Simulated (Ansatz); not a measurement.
Z-matrix (Å, degrees):
```
C
F 1 1.389
C 1 1.521 2 106.7
C 1 1.472 2 110.5 3 -123.9
H 1 1.102 2 106.6 3 115.4
F 3 1.378 1 108.9 2 175.4
H 3 1.093 1 110.4 2 -65.2
H 3 1.093 1 110.0 2 56.2
H 4 1.081 1 119.7 2 157.2
H 4 1.081 1 119.6 2 -32.1
```

Total charge 0; spin multiplicity 2.

**Question.** List the PBE0/def2-TZVPP orbital energies in eV (Ansatz 0.2.0). (An estimate is asked.)

**Answer.** Computed: α occupied: -673.98, -673.87, -280.74, -280.48, -278.86, -33.83, -33.63, -22.51, -19.87, -17.28, -15.03, -14.67, -14.38, -13.41, -13.12, -11.99, -11.56, -10.52, -9.82, -9.79, -6.75. α empty: 1.41, 1.75, 2.40, 2.44, 3.04, 3.36, 4.23, 4.97. β occupied: -673.98, -673.86, -280.77, -280.46, -278.45, -33.82, -33.61, -22.18, -19.36, -16.90, -14.93, -14.58, -14.31, -13.33, -13.02, -11.82, -11.47, -10.44, -9.71, -9.62. β empty: -1.87, 1.44, 1.90, 2.52, 2.68, 3.12, 3.45, 4.33. ⟨S²⟩ = 0.755.
